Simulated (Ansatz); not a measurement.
[Cl···H···NH], triplet: transfer scan

Starting geometry:

```yaml
atoms:
  - { symbol: Cl, position_ang: [-1.8735, 0.2511, 0.0000] }
  - { symbol: H, position_ang: [-0.5947, 0.2511, 0.0000] }
  - { symbol: N, position_ang: [1.0995, 0.2511, 0.0000] }
  - { symbol: H, position_ang: [1.3686, -0.7532, 0.0000] }
```

From there atom H2 is moved from one fragment to the other while all else, the fragments' distance too, stays fixed, so the hump isn't the reaction's barrier; atoms are numbered as listed. Energies are in kcal/mol, counted from the starting geometry at the same level.

Basis cc-pVTZ; Ansatz 0.2.0. Only valence electrons are correlated (noble-gas cores frozen). Prefix R: restricted or restricted open-shell reference; prefix U: unrestricted. Active spaces: valence = (14e, 10o) chosen from the atoms' valence shells.

HF rows: RHF is the determinant under the cluster runs. Coupled cluster chose its determinant by a search with trial CCSD, here up to 0.04 eV above the lowest Hartree–Fock solution of its kind, and MP2 stands on that determinant too. Runs in a small pair space aren't shown, since their orbitals change along the scan.

Full CI isn't at hand for all of this; UCCSDT(Q) serves as the reference, and is uncertain by the last step of the cluster series or more. The frozen core follows each run's orbitals, which can shift R against U totals by a few meV.

```csv
distance Cl1-H2 (Å),UCCSDT(Q),error RHF,error RMP2,error RCCSDT,error UCCSDT,error RCCSDT(Q),error NEVPT2 (valence space)
1.279,0.0,0.0,0.0,0.0,0.0,0.0,0.0
1.372,2.0,2.0,0.4,0.0,0.0,0.0,0.1
1.559,11.2,8.4,2.4,0.2,0.2,0.0,0.3
1.746,13.5,20.6,6.8,0.3,0.2,0.0,1.3
1.933,9.0,7.5,1.4,0.0,0.0,0.0,2.7
```

Errors are those of relative energies. In total energy the starting point itself misses UCCSDT(Q) by: RHF 254.8, RMP2 32.1, RCCSDT 0.3, UCCSDT 0.3, RCCSDT(Q) 0.1, NEVPT2 (valence space) 46.0 kcal/mol.

Spread of the error over the points with a reference, to 1.933 Å (largest less smallest): RCCSDT(Q) 0.0, UCCSDT 0.2, RCCSDT 0.3, NEVPT2 (valence space) 2.7, RMP2 6.8, RHF 20.6 kcal/mol.
